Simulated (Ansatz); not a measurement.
C3H7NO (`C/C(O)=C/N`), charge 0, multiplicity 1.

(1) Give a relaxed structure at PBE0-D4/def2-TZVP (Ansatz). (Estimate.)

Answers

(1) The calculation gave: 
Cartesian coordinates in Å:
```
C -0.134 -1.546 0.940
C -0.187 -0.426 -0.028
O -0.883 -0.703 -1.148
C 0.385 0.772 0.139
N 0.223 1.728 -0.910
H 0.324 -2.425 0.479
H 0.440 -1.267 1.823
H -1.145 -1.830 1.247
H -0.824 0.118 -1.672
H 0.947 1.001 1.039
H 1.108 2.014 -1.311
H -0.255 2.564 -0.599
```
Point group Cs.
This is one stationary point; other conformers may exist.
